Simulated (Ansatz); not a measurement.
# One shape, several levels: C2F2 (SMILES FC#CF)

Aim: a comparison of 5 runs (HF/STO-3G, HF/3-21G, HF/pcseg-2, BLYP/6-31G*, PBE0/def2-SVP) of C2F2. 

The calculation is run with Ansatz 0.2.0.

6 further runs of the same task are left out: 2 that didn't finish, 4 set aside as unsound or not needed.

## Step 1: Starting point

C2F2: 4 atoms, total charge 0, spin state singlet. SMILES: `FC#CF`. The coordinates come from a PBE0-D4/def2-TZVP relaxation.

Bond lengths: F1–C2 1.277 Å, C2–C3 1.184 Å, C3–F4 1.277 Å. Angles: F1–C2–C3 180.0°, C2–C3–F4 180.0°.

## Step 2: Energy and forces at HF/STO-3G (run 1)

File run.yaml:

```yaml
basis:
  gaussian:
    orbitals: STO-3G
crystal:
  periodic: [false, false, false]
  atoms:
    - symbol: F
      position_ang: [-0.136400, 0.128000, 1.852800]
    - symbol: C
      position_ang: [-0.033700, 0.030200, 0.583200]
    - symbol: C
      position_ang: [0.061400, -0.060400, -0.593400]
    - symbol: F
      position_ang: [0.164100, -0.158200, -1.863000]
accuracy: high
output: {forces: true, orbitals: {seedname: orbitals}}
hamiltonian:
  xc: hf
```

Command:

```console
$ ansatz run run.yaml --threads 1 --pin off --max-ram 2610MiB --events-out events.jsonl --progress --plain --runs-dir runs
```

Standard output:

```text
Warning: RAYON_NUM_THREADS=1 ignored (pool sized by the plan → 1); use --threads N
Functional definition: HF
  name "HF"
  exchange = exact_x
  correlation = 0
354 factors; integrals over basis functions are off by at most 5.0e-8 eV
mean field evaluation 1: about -7366.1245 eV, gradient 1.9e1 eV
mean field evaluation 2: about -7366.2353 eV, gradient 1.9e1 eV
mean field evaluation 4: about -7367.3525 eV, gradient 1.4e0 eV
mean field evaluation 8: about -7367.3607 eV, gradient 1.6e-6 eV
mean field -7367.36069702 eV, -270.7455118392 hartree, gradient 7.6e-8 eV, S^2 0.000000; 0 other end points of the search recorded, 0 dependent functions left out
the calculation of the forces begins
reference -7367.36069702 eV, -270.7455118392 hartree; 15, 15 occupied and 5, 5 virtual orbitals, 354 factors
Total energy: -7367.36069702 eV, -270.7455118392 hartree
Atom 0 at    -0.136400     0.128000     1.852800 Å, force    -0.269139     0.256321     3.327752 eV/Å
Atom 1 at    -0.033700     0.030200     0.583200 Å, force     0.489495    -0.466301    -6.055334 eV/Å
Atom 2 at     0.061400    -0.060400    -0.593400 Å, force    -0.489495     0.466301     6.055334 eV/Å
Atom 3 at     0.164100    -0.158200    -1.863000 Å, force     0.269139    -0.256321    -3.327752 eV/Å
Dipole moment:    -0.000000     0.000000     0.000000 e Å
```

Wall time 0.24 s (1 thread of Arm Neoverse V1, shared host).

## Step 3: Energy and gradient at HF/3-21G (run 2)

File input.yaml:

```yaml
crystal:
  periodic: [false, false, false]
  atoms:
    - {symbol: F, position_ang: [-0.136400, 0.128000, 1.852800]}
    - {symbol: C, position_ang: [-0.033700, 0.030200, 0.583200]}
    - {symbol: C, position_ang: [0.061400, -0.060400, -0.593400]}
    - {symbol: F, position_ang: [0.164100, -0.158200, -1.863000]}
basis:
  gaussian:
    orbitals: 3-21G.json
total_charge: 0
hamiltonian:
  xc: hf
accuracy: high
output:
  forces: true
  orbitals: {seedname: orbitals}
```

The basis set 3-21G is read from a file made from the Basis Set Exchange's data (not shown).

Command:

```console
$ ansatz run input.yaml --threads 1 --pin off --max-ram 2610MiB --events-out events.jsonl --progress --plain --runs-dir runs
```

Standard output, shortened:

```text
Warning: RAYON_NUM_THREADS=1 ignored (pool sized by the plan → 1); use --threads N
[... 2 set-up lines as earlier in the session ...]
[...]
702 factors; integrals over basis functions are off by at most 4.2e-9 eV
[...]
mean field -7428.06348917 eV, -272.9762983049 hartree, gradient 1.7e-8 eV, S^2 0.000000; 0 other end points of the search recorded, 0 dependent functions left out
[...]
reference -7428.06348917 eV, -272.9762983049 hartree; 15, 15 occupied and 21, 21 virtual orbitals, 702 factors
Total energy: -7428.06348917 eV, -272.9762983049 hartree
Atom 0 at    -0.136400     0.128000     1.852800 Å, force    -0.131295     0.125067     1.624034 eV/Å
Atom 1 at    -0.033700     0.030200     0.583200 Å, force     0.329997    -0.314447    -4.084450 eV/Å
Atom 2 at     0.061400    -0.060400    -0.593400 Å, force    -0.329997     0.314447     4.084450 eV/Å
Atom 3 at     0.164100    -0.158200    -1.863000 Å, force     0.131295    -0.125067    -1.624034 eV/Å
Dipole moment:    -0.000000     0.000000     0.000000 e Å
```

Run time: 0.41 s. Hardware: 1 thread of Arm Neoverse V1, shared host.

Run 3 isn't shown in full; the table further down has it.

## Step 4: Energy and forces at BLYP/6-31G(d) (spherical functions) (run 4)

File in.yaml:

```yaml
crystal:
  periodic: [false, false, false]
  atoms:
    - {symbol: F, position_ang: [-0.136400, 0.128000, 1.852800]}
    - {symbol: C, position_ang: [-0.033700, 0.030200, 0.583200]}
    - {symbol: C, position_ang: [0.061400, -0.060400, -0.593400]}
    - {symbol: F, position_ang: [0.164100, -0.158200, -1.863000]}
basis:
  gaussian: {orbitals: 6-31G_st_-spherical.json}
hamiltonian: {xc: {name: BLYP}}
accuracy: high
output: {forces: true, orbitals: {seedname: orbitals}}
```

The basis set 6-31G* is read from a file made from the Basis Set Exchange's data (not shown).

Command:

```console
$ ansatz run in.yaml --threads 1 --pin off --max-ram 2610MiB --events-out events.jsonl --progress --plain --runs-dir runs
```

Standard output, shortened:

```text
Warning: RAYON_NUM_THREADS=1 ignored (pool sized by the plan → 1); use --threads N
Functional definition: BLYP
  name "BLYP"
[...]
1077 factors; integrals over basis functions are off by at most 3.4e-9 eV
[...]
mean field -7502.13567799 eV, -275.6984010357 hartree, gradient 2.2e-8 eV, S^2 0.000000; 0 other end points of the search recorded, 0 dependent functions left out
[...]
reference -7502.13570707 eV, -275.6984021047 hartree; 15, 15 occupied and 41, 41 virtual orbitals, 1077 factors
Total energy: -7502.13570707 eV, -275.6984021047 hartree
Atom 0 at    -0.136400     0.128000     1.852800 Å, force    -0.127019     0.120968     1.570464 eV/Å
Atom 1 at    -0.033700     0.030200     0.583200 Å, force    -0.074436     0.070935     0.921487 eV/Å
Atom 2 at     0.061400    -0.060400    -0.593400 Å, force     0.074436    -0.070935    -0.921487 eV/Å
Atom 3 at     0.164100    -0.158200    -1.863000 Å, force     0.127019    -0.120968    -1.570464 eV/Å
Dipole moment:     0.000000    -0.000000    -0.000000 e Å
```

Wall time 2.9 s (1 thread of Arm Neoverse V1, shared host); peak memory 0.12 GiB.

## Step 5: Energy and gradient at PBE0/def2-SVP (run 5)

File input.yaml:

```yaml
crystal:
  periodic: [false, false, false]
  atoms:
    - symbol: F
      position_ang: [-0.136400, 0.128000, 1.852800]
    - symbol: C
      position_ang: [-0.033700, 0.030200, 0.583200]
    - symbol: C
      position_ang: [0.061400, -0.060400, -0.593400]
    - symbol: F
      position_ang: [0.164100, -0.158200, -1.863000]
basis:
  gaussian:
    orbitals: def2-SVP
accuracy: high
hamiltonian:
  xc: {name: PBE0}
output:
  forces: true
  orbitals: {seedname: orbitals}
```

Command:

```console
$ ansatz run input.yaml --threads 1 --pin off --max-ram 2610MiB --events-out events.jsonl --progress --plain --runs-dir runs
```

Standard output, shortened:

```text
Warning: RAYON_NUM_THREADS=1 ignored (pool sized by the plan → 1); use --threads N
Functional definition: PBE0
  name "PBE0"
[...]
1079 factors; integrals over basis functions are off by at most 3.2e-9 eV
[...]
mean field -7490.16872005 eV, -275.2586234430 hartree, gradient 1.0e-8 eV, S^2 0.000000; 0 other end points of the search recorded, 0 dependent functions left out
[...]
reference -7490.16872127 eV, -275.2586234880 hartree; 15, 15 occupied and 41, 41 virtual orbitals, 1079 factors
Total energy: -7490.16872127 eV, -275.2586234880 hartree
Atom 0 at    -0.136400     0.128000     1.852800 Å, force    -0.005044     0.004823     0.062849 eV/Å
Atom 1 at    -0.033700     0.030200     0.583200 Å, force    -0.106942     0.101823     1.321611 eV/Å
Atom 2 at     0.061400    -0.060400    -0.593400 Å, force     0.106942    -0.101823    -1.321611 eV/Å
Atom 3 at     0.164100    -0.158200    -1.863000 Å, force     0.005044    -0.004823    -0.062849 eV/Å
Dipole moment:    -0.000000     0.000000     0.000000 e Å
```

It took 2.8 s on 1 thread of Arm Neoverse V1, shared host; peak memory 0.13 GiB.

## Step 6: Overview of the runs

```csv
run,level,energy (Eh),dipole moment (D),HOMO energy (eV),LUMO energy (eV),wall time
1,HF/STO-3G,-270.745512,0.00,-8.61,11.19,0.24 s
2,HF/3-21G,-272.976298,0.00,-11.56,6.78,0.41 s
3,HF/pcseg-2,-274.568616,0.00,-11.59,4.10,6.6 s
4,BLYP/6-31G* (spherical functions),-275.698402,0.00,-6.06,0.62,2.9 s
5,PBE0/def2-SVP,-275.258623,0.00,-8.15,1.59,2.8 s
```

## Step 7: What came out

| quantity | value |
| --- | --- |
| run 5: total energy | -275.25862 Eh |
| run 5: dipole moment | 0.00 D |
| run 5: HOMO energy | -8.15 eV |
| run 5: LUMO energy | 1.59 eV |
| run 5: HOMO–LUMO gap | 9.75 eV |
| run 5: largest force on an atom | 1.330 eV/Å |

What this shows: The HOMO–LUMO gap runs from 6.68 eV (BLYP/6-31G*) to 19.80 eV (HF/STO-3G). The two ends differ in method and basis. Totals of different functionals can't be ranked against each other. In run 1 the basis is minimal, so the values are rough. All runs together took 13 s, the longest 6.6 s.
